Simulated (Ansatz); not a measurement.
# C4H6O2: the cost of one run

Method: RKS CAM-B3LYP/STO-3G, in Ansatz 0.2.0.

## (1) The structure to begin with

Bond lengths: C1–C2 1.360 Å, C2–O3 1.353 Å, C2–C4 1.476 Å, C4–C5 1.517 Å, C5–O6 1.235 Å, C1–H7 1.088 Å, C1–H8 1.043 Å, O3–H9 1.027 Å, C4–H10 1.027 Å, C4–H11 1.157 Å, C5–H12 1.136 Å. Angles (14 of 16 angles, heavy atoms first): C1–C2–O3 120.2°, C1–C2–C4 128.1°, O3–C2–C4 111.6°, C2–C4–C5 109.6°, C4–C5–O6 127.6°, C2–C1–H7 116.9°, C2–C1–H8 122.3°, C2–O3–H9 110.3°, C2–C4–H10 115.4°, C2–C4–H11 108.8°, C5–C4–H10 109.8°, C5–C4–H11 103.5°, C4–C5–H12 113.0°, O6–C5–H12 119.4°.

Coordinates:

```xyz
12

C     0.0045   -1.4755    0.9650
C     0.4431   -0.4049    0.2497
O     1.6079    0.2005    0.5766
C    -0.1472    0.1774   -0.9712
C    -0.7994    1.5061   -0.6367
O    -2.0020    1.7863   -0.6765
H    -0.9558   -1.8994    0.6774
H     0.4986   -1.8151    1.8187
H     2.0169   -0.2413    1.4081
H     0.5000    0.2957   -1.7594
H    -1.0366   -0.4820   -1.3076
H    -0.0531    2.2972   -0.3100
```

## (2) End point A

Contents of input.yaml:

```yaml
crystal:
  periodic: [false, false, false]
  atoms:
    - { symbol: C, position_ang: [0.0045, -1.4755, 0.965] }
    - { symbol: C, position_ang: [0.4431, -0.4049, 0.2497] }
    - { symbol: O, position_ang: [1.6079, 0.2005, 0.5766] }
    - { symbol: C, position_ang: [-0.1472, 0.1774, -0.9712] }
    - { symbol: C, position_ang: [-0.7994, 1.5061, -0.6367] }
    - { symbol: O, position_ang: [-2.002, 1.7863, -0.6765] }
    - { symbol: H, position_ang: [-0.9558, -1.8994, 0.6774] }
    - { symbol: H, position_ang: [0.4986, -1.8151, 1.8187] }
    - { symbol: H, position_ang: [2.0169, -0.2413, 1.4081] }
    - { symbol: H, position_ang: [0.5, 0.2957, -1.7594] }
    - { symbol: H, position_ang: [-1.0366, -0.482, -1.3076] }
    - { symbol: H, position_ang: [-0.0531, 2.2972, -0.31] }
basis:
  gaussian: { orbitals: STO-3G }
hamiltonian:
  xc: cam_b3lyp
relax:
  f_tol: 0.015
  max_steps: 40
```

Command:

```sh
ansatz run input.yaml --threads 1 --pin off --max-ram 2048MiB --backend cpu --events-out ev --progress --plain --runs-dir out
```

**Question.** How long does this run take on 1 thread of AMD EPYC 7R43 (Zen 3), shared host, and how much memory does it need?

About 44 s, with a peak of 0.14 GiB.
